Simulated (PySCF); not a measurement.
Structure problem from calculated spectra and properties.

Formula: C2H5F.

- NMR, other nuclei: isotropic shieldings of nuclei other than C and H, by class: 412 (1 F) ppm [GIAO PBE0/pcSseg-1]
- 1H NMR: chemical shifts (computed TMS as zero) by class: 4.81 (2 H), 1.36 (3 H) ppm [GIAO PBE0/pcSseg-1]
- Dipole: 1.89 D [PBE0/pcSseg-1]
- 13C NMR: chemical shifts (computed TMS as zero) by class: 82.8 (1 C), 18.8 (1 C) ppm [GIAO PBE0/pcSseg-1]
- Couplings: largest of the computed one-bond spin–spin couplings (means over like bonds): 19F–13C -223.0, 13C–1H +152.8 (×2), 13C–1H +133.2 (×3), 13C–13C +39.2 Hz [B3LYP/pcJ-1]
- Rotational structure: rotational constants A, B, C: 36.845, 9.405, 8.276 GHz [GFN2-xTB]

Gas-phase values; electronic properties from PySCF, density fitting. Levels stand in brackets. Isolated species at its GFN2-xTB geometry, gas phase. NMR classes are plain means over equivalent atoms (diastereotopic ones count apart unless rotation or inversion swaps them), as if these changed places fast.

Q: Give a SMILES that accounts for the data.

A: Numbering: `[CH3:1][CH2:2][F:3]`. Its formula, C2H5F, gives 0 degrees of unsaturation, so no ring and no π bond. 2 carbons fall into 2 classes; from least to most shielded: sp3 C–F carbon [C2] (82.8 ppm), methyl carbon [C1] (18.8 ppm). Hydrogen classes from least to most shielded: 2 H on an sp3 C–F carbon, C2 (4.81 ppm), 3 H on a methyl carbon, C1 (1.36 ppm, a mean of values up to 0.7 ppm apart in this geometry). The other shieldings belong to: 412 ppm, alkyl fluorine [F3]. The couplings run between: -223.0 Hz, alkyl fluorine [F3] and sp3 C–F carbon [C2]; +152.8 Hz, sp3 C–F carbon [C2] and its hydrogen (with 1 like pair); +133.2 Hz, methyl carbon [C1] and its hydrogen (with 2 like pairs); +39.2 Hz, methyl carbon [C1] and sp3 C–F carbon [C2]. The optimised geometry has point group Cs and is an asymmetric top. Structure: `CCF` (fluoroethane). The assignments are read from this structure; whether some other isomer fits the data as well wasn't checked.
